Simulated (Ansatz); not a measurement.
Species: BF2, charge 0, doublet. BF2 (SMILES F[B]F, doublet).
B3LYP-D3(BJ)/def2-TZVP minimum from Ansatz (a first-principles code):
```xyz
3

B     -0.0027     0.5023    -0.0114
F      1.1429    -0.1332     0.0106
F     -1.1414    -0.1458    -0.0043
```
Charge 0, spin multiplicity 2.

Hartree-Fock and CCSD correlation energies in hartree (Ansatz). UHF or UKS for unpaired electrons; spin-orbit terms are left out. Correlated methods leave the cores frozen. No relativity.

| basis | X | E(HF) | E(corr, CCSD) |
|---|---|---|---|
| cc-pVTZ | 3 | -223.70714 | -0.57287 |
| cc-pVQZ | 4 | -223.72596 | -0.62135 |
| cc-pV5Z | 5 | -223.73072 | withheld |

Fit E(corr) = E∞ + A/X³ to X = 3 and 4, predict X = 5, and compare with the run.

A = (-0.57287 - (-0.62135))/(1/27 - 1/64) = 2.2641; E∞ = -0.62135 - A/64 = -0.65673; at X = 5, E∞ + A/125 = -0.63861. The run gave -0.63912, 0.51 mEh below the prediction. The same form on X = 4 and 5 gives E∞ = -0.65776, 1.04 mEh below the first estimate.
